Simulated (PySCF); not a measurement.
A PySCF script (with the pyscf-properties extension) for the NMR shieldings of `InChI=1S/C4H4O/c1-2-4-5-3-1/h1-4H`, on a GFN2-xTB geometry:

```python
import basis_set_exchange as bse
import numpy as np
from pyscf import gto, dft
from pyscf.prop import nmr

atoms = """
C    -0.848945    0.549674   -0.110025
C     0.527282    0.872168   -0.009235
C     1.178024   -0.314766    0.118715
O     0.307435   -1.336630    0.103539
C    -0.918195   -0.806254   -0.035170
H    -1.666531    1.232081   -0.221187
H     0.964865    1.848882   -0.029912
H     2.217315   -0.554539    0.224589
H    -1.747690   -1.484622   -0.066495
"""
names = dict.fromkeys(["C", "O", "H"], "pcSseg-1")
basis = {el: gto.basis.parse(bse.get_basis(n, elements=[el], fmt="nwchem")) for el, n in names.items()}
mol = gto.M(atom=atoms, basis=basis, charge=0, verbose=0)
mf = dft.RKS(mol, xc="PBE0")
mf.grids.level = 2
mf.grids.alignment = dft.numint.BLKSIZE   # the property module wants whole blocks of grid points
mf.conv_tol = 1e-9
mf.kernel()

calc = nmr.RKS(mf)   # GIAO
C = mf.mo_coeff
Co = C[:, mf.mo_occ > 0]
resp = mf.gen_response(singlet=True, hermi=2)
def vind(x):   # induced exchange potential for any number of trial vectors
    d = np.einsum("pi,xij,qj->xpq", C, 2 * x.reshape(-1, C.shape[1], Co.shape[1]), Co, optimize=True)
    return np.einsum("xpq,pi,qj->xij", resp(d - d.transpose(0, 2, 1)), C, Co, optimize=True).ravel()
mo1, _ = nmr.rhf.solve_mo1(calc, with_cphf=vind)
sigma = calc.kernel(mo1)
for i, s in enumerate(sigma):   # ppm
    w = np.linalg.eigvalsh((s + s.T) / 2)
    print("%2d %-2s iso %8.1f  s11 %8.1f  s22 %8.1f  s33 %8.1f" % (i, mol.atom_pure_symbol(i), w.mean(), *w))
```

**Question.** What are the results?

**Answer.** 
```
 0 C  iso     70.2  s11    -19.9  s22     66.2  s33    164.2
 1 C  iso     70.2  s11    -19.8  s22     66.2  s33    164.2
 2 C  iso     39.8  s11    -39.0  s22     48.1  s33    110.3
 3 O  iso     32.5  s11   -119.3  s22    -51.2  s33    268.1
 4 C  iso     39.8  s11    -39.1  s22     48.1  s33    110.3
 5 H  iso     25.0  s11     23.3  s22     25.6  s33     26.2
 6 H  iso     25.0  s11     23.3  s22     25.6  s33     26.2
 7 H  iso     24.1  s11     21.4  s22     25.4  s33     25.7
 8 H  iso     24.1  s11     21.4  s22     25.4  s33     25.6
```

These numbers come from an equivalent density-fitted implementation of the same equations, which agrees with the script to about 0.01 ppm for H and up to a few tenths of a ppm for heavy atoms, so last digits may differ.

**Question.** Turn these shieldings into chemical shifts. Chemical shifts δ = σref − σ; $^{13}$C (186.93 ppm), $^{1}$H (31.72 ppm) vs TMS; $^{17}$O (336.08 ppm) vs H2O, all at this level.

**Answer.** Averaging equivalent atoms: C 2/4: 147.1; C 0/1: 116.7; O 3: 303.6; H 7/8: 7.57; H 5/6: 6.70 ppm. Unscaled 17O shifts of doubly bonded oxygen tend to come out too high, by tens of ppm or more. Experimental scales use liquid or dissolved standards, which lie at an offset from isolated H2O (liquid H2O: subtract about 36 ppm).

Size and cost of the density-fitted run: 105 basis functions, of the order of 7 core-seconds.
